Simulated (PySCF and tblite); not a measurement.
The numbers below are computed, except where a source is named.
C₅H₈O, numbered as in [CH2:1]=[CH:2][C:3](=[O:4])[CH2:5][CH3:6].

Conformers came from 90 starts (ETKDG and KDG, MMFF94s, GFN2-xTB); geometries are GFN2-xTB. Energies: B3LYP-D3(BJ)/def2-TZVP (IEF-PCM, chloroform), with GFN2-xTB thermal terms (modes under about 100 cm⁻¹ blended into free rotors). Symmetry numbers and mirror images are counted. Conformers within 3 kcal/mol (GFN2-xTB free energy) were kept, 5 at most. Of two unlike H on one atom, a is the less shielded (wB97X-D/pcSseg-1 (IEF-PCM, chloroform)). Codes: tblite and PySCF.

An NOE distance is ⟨r⁻⁶⟩^(−1/6) over all pairs of like atoms and, for the average, over conformers.

Torsions listed: C1–C2–C3–O4, O4–C3–C5–C6. Of a mirror pair one member is shown.

| conformer | shape | weight % |
| --- | --- | --- |
| 1 | 180°, 0° | 46.9 |
| 2 | 0°, 0° | 41.3 |
| 3 | -165°, -107° | 11.8 |

(1) Which H–H contacts under 3.5 Å would NOEs report (pairs on one atom left out) at 298.15 K?

## Answers

(1) 
| pair | in 1 (Å) | in 2 (Å) | in 3 (Å) | average (Å) |
| --- | --- | --- | --- | --- |
| H1b ··· H2 | 2.43 | 2.48 | 2.43 | 2.45 |
| H5 ··· H6 | 2.61 | 2.62 | 2.61 | 2.62 |
| H1a ··· H5 | 2.42 | 4.51 | 2.46 | 2.65 |
| H2 ··· H5 | 3.79 | 2.57 | 4.00 | 2.91 |
| H1a ··· H2 | 3.07 | 3.06 | 3.07 | 3.07 |

Longer pairs under the limit may be missing.
